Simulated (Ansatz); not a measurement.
BiCuSeO (P4/nmm, No. 129; cell taken from a computed entry), treated with r²SCAN (Ansatz, a program for electronic structure, PAW).

Run with plane-wave cutoff 560 eV, 10×10×4 k mesh (along the axes of the cell as run), Fermi–Dirac smearing 0.01 eV, no spin polarisation, scalar-relativistic PAW data made under PBE.

Cell (relaxed with PBEsol):

```cif
data_Bi2Cu2O2Se2
_chemical_formula_sum 'Cu2 Bi2 Se2 O2'
_space_group_name_H-M_alt 'P 1'
_space_group_IT_number 1
_cell_length_a 3.89508
_cell_length_b 3.89508
_cell_length_c 8.89525
_cell_angle_alpha 90.000
_cell_angle_beta 90.000
_cell_angle_gamma 90.000
loop_
_space_group_symop_operation_xyz
  'x, y, z'
loop_
_atom_site_label
_atom_site_type_symbol
_atom_site_fract_x
_atom_site_fract_y
_atom_site_fract_z
_atom_site_occupancy
Cu1 Cu 0.00000 0.00000 0.50000 1
Cu2 Cu 0.50000 0.50000 0.50000 1
Bi1 Bi 0.00000 0.50000 0.85806 1
Bi2 Bi 0.50000 0.00000 0.14194 1
Se1 Se 0.50000 0.00000 0.67289 1
Se2 Se 0.00000 0.50000 0.32711 1
O1 O 0.50000 0.50000 0.00000 1
O2 O 0.00000 0.00000 0.00000 1
```

**Question.** Predict the band gap, smallest direct gap on the k points sampled and direct gap at Γ.

**Answer.** 
* **band gap**: 0.67 eV
* **smallest direct gap on the k points sampled**: 0.80 eV
* **direct gap at Γ**: 1.13 eV

Note: cell and atoms aren't relaxed at this level (largest force component 0.19 eV/Å, pressure 2.2 GPa); this cell isn't known to be the ambient phase, and symmetry holds it in the calculation.

Spin–orbit coupling is not included; with these elements it can move the gap by several tenths of an eV or more.
